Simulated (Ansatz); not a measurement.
# NH₃F (doublet): from Hartree-Fock to the top rungs at distance N1–H4 along a hydrogen transfer = 0.942 Å, cc-pVDZ

How much of the correlation energy of NH₃F (doublet) does each wave-function method recover here?

Method: cc-pVDZ, core rule «outside noble gas», up to 2 orbitals frozen; program: Ansatz 0.2.0, Gaussian basis.

Plan: UHF; CCSD(T) on ROHF; CCSD(T) on UHF; BCCD(T) on ROHF; CISD; CCSDT(Q) on ROHF; CCSDT(Q) on UHF; CASSCF and MRCISD+Q, 3 electrons in 3 orbitals; CASSCF and NEVPT2, 3 electrons in 3 orbitals; CASSCF and NEVPT2, 15 electrons in 11 orbitals.

7 further runs of the same task are left out: 1 for a mislabelled method, 6 that didn't finish.

### 1 What is computed

The geometry derives from fragments relaxed apart (PBE0/def2-TZVP) and kept rigid, so it is no stationary point. A hydrogen atom is moved between rigid fragments.

5 atoms, charge 0, spin multiplicity 2.

Atoms are counted from 1 here; the program's logs count them from 0.

Bond lengths: N1–H2 1.012 Å, N1–H3 1.012 Å, N1–H4 0.942 Å. Angles: H2–N1–H3 107.1°, H2–N1–H4 107.1°, H3–N1–H4 107.1°.

### 2 UHF

Input file in.yaml:

```yaml
crystal:
  periodic: [false, false, false]
  atoms:
    - {symbol: N, position_ang: [-1.320612, -0.015822, -0.024626]}
    - {symbol: H, position_ang: [-1.617892, 0.952012, -0.024625]}
    - {symbol: H, position_ang: [-1.617891, -0.418121, 0.855634]}
    - {symbol: H, position_ang: [-0.378612, -0.015821, -0.024626]}
    - {symbol: F, position_ang: [1.165388, -0.015821, -0.024626]}
basis:
  gaussian: {orbitals: cc-pVDZ}
magnetization: {spin_polarized: true, initial_magnetization: 1}
hamiltonian: {xc: hf}
output: {orbitals: {seedname: orbitals}}
```

The run is started by

```bash
$ ansatz run in.yaml --threads 1 --pin off --events-out ev --progress --plain --max-ram 2393MiB
```

After this run come: CCSD(T) on ROHF; CCSD(T) on UHF; BCCD(T) on ROHF; CISD; CCSDT(Q) on ROHF; CCSDT(Q) on UHF; CASSCF and MRCISD+Q, 3 electrons in 3 orbitals; CASSCF and NEVPT2, 3 electrons in 3 orbitals; CASSCF and NEVPT2, 15 electrons in 11 orbitals.

Q: Predict the results of all the runs planned. Wanted: UCCSDT(Q) below the RHF energy; RMP2 from UCCSDT(Q); UMP2 from UCCSDT(Q); RCCSD from UCCSDT(Q); RCCSD(T) from UCCSDT(Q); UCCSD(T) from UCCSDT(Q); RCCSDT(Q) from UCCSDT(Q); NEVPT2 pair from UCCSDT(Q); MRCISD+Q pair from UCCSDT(Q).

**Answer**, as computed:

```
                         quantity                                                   value
   UCCSDT(Q) below the RHF energy                                             -10.0716 eV
              RMP2 from UCCSDT(Q)                                              +949.4 meV
              UMP2 from UCCSDT(Q)                                              +945.4 meV
             RCCSD from UCCSDT(Q)                                              +176.0 meV
          RCCSD(T) from UCCSDT(Q)                                               +29.2 meV
          UCCSD(T) from UCCSDT(Q)                                               +28.2 meV
         RCCSDT(Q) from UCCSDT(Q)                                                +1.5 meV
       NEVPT2 pair from UCCSDT(Q)                                              +961.0 meV
     MRCISD+Q pair from UCCSDT(Q)                                              +112.3 meV
    NEVPT2 valence from UCCSDT(Q)                                             +1543.6 meV
levels within 1 kcal/mol (43 meV)  RCCSD(T), UCCSD(T), BCCD(T), RCCSDT, UCCSDT, RCCSDT(Q)
                    T1 diagnostic                                                   0.034
   effectively unpaired electrons                                                    1.01
```

In words: RCCSD(T) misses by +29.2 meV, 0.3 % of the correlation energy. One determinant dominates. Of the multireference levels listed MRCISD+Q pair comes nearest in total energy (+112.3 meV), which doesn't show that its space is the better one. These misses are within one basis, not against nature; the frozen cores of restricted and unrestricted runs differ, which can shift their rows.
